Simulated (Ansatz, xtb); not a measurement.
## C4H6FN: 4 structures ranked

4 gas-phase structures of C4H6FN, from a drawn sample of its isomers (lower ones may exist). Each was relaxed with GFN2-xTB; where two conformers were screened, the lower at r2SCAN-D4/def2-SVP//GFN2-xTB is listed:

A. `C[C@@H](F)CC#N`, a singlet
B. `CC(C)(F)C#N`, a singlet
C. `CC[C@@H](F)C#N`, a singlet
D. `C[C@@H](C#N)CF`, a singlet

Q: Which do you expect lowest at r2SCAN-D4/def2-SVP//GFN2-xTB, and how would the others follow?

A: Calculated order at r2SCAN-D4/def2-SVP//GFN2-xTB: A (0.0), B (7.3), D (18.4), C (26.0) kJ/mol.

Energies above the lowest of each column, in kJ/mol; the last columns are at r2SCAN-D4/def2-SVP geometries:

| structure | GFN2-xTB | HF/STO-3G | r2SCAN-D4/def2-SVP//GFN2-xTB | r2SCAN-D4/def2-SVP | CCSD(T)/def2-SVP + ΔMP2/def2-TZVPP |
| --- | --- | --- | --- | --- | --- |
| A | 0.0 | 0.0 | 0.0 | 0.0 | 0.0 |
| B | 14.3 | 0.2 | 7.3 | 8.0 | 6.4 |
| D | 10.9 | 10.0 | 18.4 | 17.7 | 14.0 |
| C | 28.1 | 11.7 | 26.0 | 26.1 | 25.6 |

Every level run on A puts it lowest or level with the lowest. Flexible structures stand in one conformer each, not always the lowest. ΔMP2 is the change of the MP2 energy from the smaller to the larger basis.

Over these structures GFN2-xTB departs from r2SCAN-D4/def2-SVP//GFN2-xTB by 4.2 kJ/mol on average once a common shift is removed. A GFN2-xTB relaxation took about 0.044 s and the r2SCAN-D4/def2-SVP//GFN2-xTB energy about 2.2 s on a shared host (Ansatz 0.2.0, xtb 6.7.1).
